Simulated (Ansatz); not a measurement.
# BeH+ (singlet): wB97M-V, B2PLYP over a scan of the distance Be1–H2, cc-pVQZ

How well do these functionals follow the top wave-function level for BeH+ (singlet) over a scan of the distance Be1–H2?

Computed with Ansatz 0.2.0, Gaussian basis. Level: cc-pVQZ, all electrons in the functionals, frozen cores in the correlation of double hybrids and RPA.

The runs, in order: wB97M-V, B2PLYP, at 1.068 Å; 1.222 Å; 1.327 Å; 1.443 Å; 1.594 Å; 1.786 Å; 2.085 Å; 2.515 Å; 2.982 Å; 3.656 Å; 4.414 Å.

41 further runs of the same task are left out: 21 for a known fault of the program, 15 that didn't finish, 5 set aside as unsound or not needed. Runs told in other sessions of the task aren't counted.

## 1. The system

The geometry derives from a PBE0/def2-TZVP stationary point (not a proven minimum). One bond is set to the value named and the two fragments are kept rigid.

2 atoms, charge 1, spin multiplicity 1.

Atoms are counted from 1 here; the program's logs count them from 0.

Bond lengths: Be1–H2 1.327 Å.

No dispersion term is added; wB97M-V holds VV10 nonlocal correlation.

The geometry shown and the zero of energy belong to the point 1.327 Å. The yardstick, FCI, and other wave-function levels (R restricted, U unrestricted, valence and pair active spaces) come from earlier runs.

## 2. wB97M-V, 1.068 Å

The input, in.yaml:

```yaml
crystal:
  periodic: [false, false, false]
  atoms:
    - {symbol: Be, position_ang: [0.000000, 0.000000, 0.000000]}
    - {symbol: H, position_ang: [0.000000, 0.000000, 1.068000]}
basis:
  gaussian: {orbitals: cc-pVQZ}
total_charge: 1
hamiltonian: {xc: {name: wB97M-V}}
output: {orbitals: {seedname: orbitals}}
```

On the command line:

```bash
ansatz run in.yaml --threads 1 --pin off --events-out ev --progress --plain --max-ram 2393MiB
```

Further steps of the session: wB97M-V, 1.222 Å; wB97M-V, 1.327 Å; wB97M-V, 1.443 Å; wB97M-V, 1.594 Å; wB97M-V, 1.786 Å; wB97M-V, 2.085 Å; wB97M-V, 2.515 Å; wB97M-V, 2.982 Å; wB97M-V, 3.656 Å; wB97M-V, 4.414 Å; B2PLYP, 1.068 Å; B2PLYP, 1.222 Å; B2PLYP, 1.327 Å; B2PLYP, 1.443 Å; B2PLYP, 1.594 Å; B2PLYP, 1.786 Å; B2PLYP, 2.085 Å; B2PLYP, 2.515 Å; B2PLYP, 2.982 Å; B2PLYP, 3.656 Å; B2PLYP, 4.414 Å.

**Question.** What will the summary of the whole plan be? Wanted: span of the FCI curve; largest miss, wB97M-V; largest miss, B2PLYP.

As calculated:

| quantity | value |
| --- | --- |
| span of the FCI curve | 304.0 kJ/mol |
| largest miss, wB97M-V | +23.3 kJ/mol (2.085 Å) |
| largest miss, B2PLYP | +21.0 kJ/mol (2.085 Å) |

What this shows: Of the functionals, B2PLYP keep the smallest largest miss at the points compared (at most 21.0 kJ/mol) and wB97M-V strays most (23.3 kJ/mol, at 2.085 Å). wB97M-V, B2PLYP clearly break the spin symmetry at some points (⟨S²⟩ up to 1.00 above the pure value), so energy there is bought with a mixed spin. Functionals and the yardstick converge differently with the basis, so part of each miss in cc-pVQZ is the basis.
